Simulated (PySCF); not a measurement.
## Circular dichroism: `N[C@@H]1C[C@H]1CF`, C4H8FN

Geometry (Å), atoms numbered from 1 in this order:
```xyz
14

N     1.9990   -0.1375   -0.5248
C     0.5884   -0.3895   -0.5041
C    -0.3066    0.6835   -1.0492
C    -0.2349    0.4506    0.4326
C    -1.4105   -0.1538    1.1480
F    -0.9967   -0.8460    2.2664
H     2.4638   -0.6302    0.2303
H     2.4092   -0.4386   -1.4022
H     0.2584   -1.4212   -0.6485
H    -1.2049    0.3912   -1.5713
H     0.1676    1.5718   -1.4338
H     0.3121    1.1795    1.0157
H    -1.9393   -0.8744    0.5154
H    -2.1063    0.6143    1.5034
```

Method: TDDFT wB97X-D/def2-SVPD circular dichroism and optical rotation, one conformer, gas phase (PySCF 2.14.0). Geometry: GFN2-xTB.

The molecule is flexible and this is one conformer; a measurement averages over conformers. States above about 9.1 eV (minus the energy of the highest occupied orbital) lie near or above the ionisation threshold and depend on the basis.

(1) What are the CIP labels of the stereocentres?

(2) Which excitations and rotatory strengths does the calculation give?

Results:

(1) C2 R, C4 R.

(2) Rotatory strengths R in 10⁻⁴⁰ esu² cm², velocity form and length form (origin at the centre of mass); f in length form.
```
state  E (eV)  λ (nm)      f  R (velocity)  R (length)                                    main
    1    6.93     179  0.016          +5.8        +5.0        HOMO→LUMO 0.59, HOMO→LUMO+1 0.25
    2    7.93     156  0.049         -31.8       -29.1        HOMO→LUMO+3 0.72, HOMO→LUMO 0.12
    3    8.03     154  0.029         +14.6       +13.5      HOMO→LUMO+2 0.53, HOMO→LUMO+1 0.24
    4    8.24     150  0.013          +6.6        +7.3        HOMO→LUMO+1 0.34, HOMO→LUMO 0.20
    5    8.38     148  0.003         +18.8       +17.3                        HOMO−1→LUMO 0.86
    6    8.82     141  0.028         +13.5       +13.4  HOMO−1→LUMO+1 0.60, HOMO−1→LUMO+2 0.09
    7    8.90     139  0.003          +2.0        +1.0      HOMO→LUMO+4 0.32, HOMO→LUMO+5 0.14
    8    8.93     139  0.037         -28.0       -26.6                      HOMO−1→LUMO+2 0.77
    9    9.05     137  0.008         -13.1       -12.5                      HOMO−1→LUMO+3 0.88
   10    9.20     135  0.015          +3.2        +3.9      HOMO→LUMO+4 0.24, HOMO→LUMO+8 0.12
   11    9.32     133  0.006          +3.1        +1.9      HOMO−2→LUMO 0.21, HOMO→LUMO+7 0.20
   12    9.42     132  0.005         +13.0       +12.0      HOMO−2→LUMO 0.49, HOMO→LUMO+5 0.12
   13    9.56     130  0.038         -24.9       -23.6  HOMO−2→LUMO+2 0.20, HOMO−2→LUMO+1 0.17
   14    9.64     129  0.008         -14.6       -15.2  HOMO−2→LUMO+1 0.24, HOMO−3→LUMO+2 0.21
   15    9.69     128  0.008          -4.7        -3.0      HOMO→LUMO+8 0.18, HOMO→LUMO+5 0.14
   16    9.87     126  0.015         +31.1       +29.5  HOMO−4→LUMO+2 0.23, HOMO−2→LUMO+3 0.17
```

Among the states computed, the strongest CD band (largest |R|) is state 2. The largest dissymmetry factor in size, g = 4R/(D+G), with D and G the electric and magnetic dipole strengths, is +0.067 for state 5 (velocity form, f = 0.004), among bands with |R| over 0.5. The mirror image has the same energies and oscillator strengths and all R with the opposite sign.
